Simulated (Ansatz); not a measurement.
A run for Ansatz (an electronic-structure program): R-PBE/def2-TZVPP on water (SMILES O), atoms moved off the minimum.

Ansatz 0.2 input:
```yaml
crystal:
  periodic: [false, false, false]
  atoms:
    - {symbol: O, position_ang: [0.03255337, 0.12241491, 0.02494227]}
    - {symbol: H, position_ang: [-0.53261755, -0.37357626, -0.01629154]}
    - {symbol: H, position_ang: [0.67070835, -0.49498517, 0.03756881]}
basis:
  gaussian:
    orbitals: def2-TZVPP
hamiltonian:
  xc: {name: PBE}
scf: {lower_state_search: off}
output: {forces: true}
```

Output:

```
WARN ansatz: RAYON_NUM_THREADS=1 ignored (pool sized by the plan → 1); use --threads N
Functional definition: PBE
these checks for a lower state are left out or cut short: stability, starts, cluster_reference, orbital_swaps, neighbouring_geometries, increment
integrals: 0.00 GiB planned
269 factors; their error is unknown
mean field: 0.08 GiB planned
mean field evaluation 1: about -2069.2946 eV, gradient 6.8e1 eV
mean field evaluation 2: about -2054.4705 eV, gradient 1.1e2 eV
mean field evaluation 4: about -2076.0774 eV, gradient 1.1e0 eV
mean field evaluation 8: about -2076.0767 eV, gradient 1.4e-1 eV
mean field evaluation 16: about -2076.0767 eV, gradient 5.6e-7 eV
mean field -2076.07667016 eV, -76.2944104131 hartree, gradient 1.6e-6 eV, S^2 0.000000; 0 other end points of the search recorded, 0 dependent functions left out
the calculation of the forces begins
reference -2076.07668753 eV, -76.2944110515 hartree; 5, 5 occupied and 54, 54 virtual orbitals, 269 factors
Total energy: -2076.07668753 eV, -76.2944110515 hartree
Atom 0 at     0.032553     0.122415     0.024942 Å, force    14.299312    17.447543     1.184419 eV/Å
Atom 1 at    -0.532618    -0.373576    -0.016292 Å, force   -19.445315   -14.627624    -1.348449 eV/Å
Atom 2 at     0.670708    -0.494985     0.037569 Å, force     5.146003    -2.819919     0.164030 eV/Å
Dipole moment:     0.004722    -0.408551    -0.011549 e Å
Checks for a lower state left out: stability, starts, cluster_reference, orbital_swaps, neighbouring_geometries, increment
```

The calculation finished and met its thresholds.

Cost: about 0.27 core-seconds (a rough figure).
